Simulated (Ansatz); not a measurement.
Species: NH, charge 0, singlet. This singlet is an excited state, 1.9 eV above the triplet at CCSD(T)/cc-pV5Z (Ansatz, a first-principles code). NH (SMILES [NH]).
B3LYP-D3(BJ)/def2-TZVP minimum from Ansatz:
```xyz
2

N      0.0000     0.0000    -0.1300
H      0.0000     0.0000     0.9099
```
Charge 0, spin multiplicity 1.

Hartree-Fock and CCSD(T) correlation energies in hartree (Ansatz). UHF or UKS for unpaired electrons; spin-orbit terms are left out. Cores are frozen in correlated methods. No relativity. The restricted determinant of HN ([NH], singlet) is unstable towards broken spin symmetry in at least one set run.

```json
[
 {"basis": "cc-pVTZ", "X": "3", "E(HF)": "-54.87422", "E(corr, CCSD(T))": "-0.19540"},
 {"basis": "cc-pVQZ", "X": "4", "E(HF)": "-54.87867", "E(corr, CCSD(T))": "-0.20648"},
 {"basis": "cc-pV5Z", "X": "5", "E(HF)": "-54.87999", "E(corr, CCSD(T))": "withheld"}
]
```

**Question.** Fit E(corr) = E∞ + A/X³ to X = 3 and 4, predict X = 5, and compare with the run.

**Answer.** A = (-0.19540 - (-0.20648))/(1/27 - 1/64) = 0.5175; E∞ = -0.20648 - A/64 = -0.21457; at X = 5, E∞ + A/125 = -0.21043. The run gave -0.21027, 0.16 mEh above the prediction. The same form on X = 4 and 5 gives E∞ = -0.21425, 0.32 mEh above the first estimate.
